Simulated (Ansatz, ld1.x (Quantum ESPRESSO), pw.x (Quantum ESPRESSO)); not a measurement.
From atom to crystal: PAW potential for zinc (Zn)

```json
{
 "Element": "Zn",
 "Generator": "ld1.x (Quantum ESPRESSO) 7.5",
 "Type": "PAW",
 "Functional": "LDA (PW92)",
 "Relativity": "scalar-relativistic",
 "Frozen core": "[Ne]",
 "Valence charge": "20",
 "Reference configuration": "3s2 3p6 3d10 4s2 4p0",
 "Partial waves": "3s (bound): rcut 0.90, rcutus 1.00 bohr; 4s (bound): rcut 0.90, rcutus 1.00 bohr; 3p (bound): rcut 1.05, rcutus 1.40 bohr; 4p (bound, empty): rcut 1.05, rcutus 1.40 bohr; 3d (bound): rcut 1.45, rcutus 1.70 bohr; 3d channel at 3.3 Ry: rcut 1.45, rcutus 1.70 bohr",
 "Local potential": "all-electron potential smoothed inside 1.55 bohr (lloc = -1)",
 "Core correction": "Bessel-smoothed model core inside 0.55 bohr",
 "Augmentation charge": "PSQ, inside the norm-conserving radii"
}
```

Atomic tests: cutoffs needed: 70 Ry and 110 Ry (the cutoffs (Ry, on a coarse ladder) from which the occupation-weighted sum of valence levels, in a spherical-Bessel basis at the reference potential, stays within 10 and 1 mRy of its value at 400 Ry); ghost test: no extra level below or beside the all-electron valence levels (s, p, d, f tested) (spherical-Bessel basis up to 400 Ry, 20 bohr box); configuration tests: test run stopped at test 1 of 9 (negative rho).

Crystal test: diamond Zn in pw.x 7.5, no spin, 8³ k-points, Fermi–Dirac smearing 0.01 Ry, cutoffs 135/900 Ry. The reference is all-electron LAPW (Ansatz 0.2.0) with the same functional, mesh and smearing; V0 and B0 come from Birch–Murnaghan fits to the pressures at five volumes. Errors are pseudo minus all-electron; Δ is the rms difference of the E(V) curves that follow from these fits, minima aligned, over ±6 % about the mean V0. Mesh and smearing are coarse, so the numbers serve the comparison and aren't converged zero-temperature values; the lattice is a test structure that the element need not adopt.

All-electron: a0 = 5.553 Å (V0 = 21.40 Å³/atom), B0 = 41.7 GPa.

**Question.** How far does the potential miss the all-electron equation of state?

**Answer.** mean pressure error (GPa): +0.29; a0 (Å): 5.566; a0 error (%): +0.23; B0 error (%): -0.7; Δ (meV/atom): 1.3. Atomic configuration tests: test run stopped at test 1 of 9 (negative rho).

```
V (Å³/atom)  P all-electron (GPa)  P pseudo (GPa)
     20.351                  2.40            2.76
     20.886                  1.09            1.40
     21.422                 -0.04            0.25
     21.958                 -1.00           -0.73
     22.493                 -1.82           -1.59
```

**Question.** At the middle volume, how do free energy and pressure move when the wave cutoff is lowered (ecutrho held at 900 Ry)?

**Answer.**

```tsv
cutoff (Ry)	shift of F (meV/atom)	shift of P (GPa)
61	+217.6	-8.26
81	+49.4	-0.57
108	+5.2	-0.26
```

The run at the middle volume (29 k-points, 16 iterations) took about 3.3 min on one core of a shared host (Neoverse-V2, 192 threads, 742 GiB, load 42).
